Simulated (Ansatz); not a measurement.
Basis-set extrapolation for `[F][Mg][Cl]` (PBE0-D4/def2-TZVP geometry, frozen core, the Gaussian-basis code of Ansatz). Multiplicity 1, RHF reference. For Mg the program correlates outer-core shells too, which these sets cover unevenly, so the extrapolated numbers aren't a true limit.

|  | def2-TZVPP | def2-QZVPP |
| --- | --- | --- |
| HF | -758.753689 | -758.782035 |
| MP2 correlation | -0.637851 | -0.723961 |
| CCSD(T) correlation | -0.674423 | -0.764516 |

Energies in hartree. Use E(X) = E(∞) + A·exp(−7.88·√X) for Hartree–Fock and E(X) = E(∞) + B·X^(−2.97) for correlation, with X = 3 and 4.

**Question.** What is the CCSD(T) energy at the basis-set limit?

**Answer.** HF limit: -758.782035 + (-0.028346) × 0.13774 = -758.78594. Correlation limit: -0.764516 + (-0.090093) × 0.74074 = -0.83125. Total: -759.61719 hartree, 5.15 eV below CCSD(T)/def2-TZVPP.
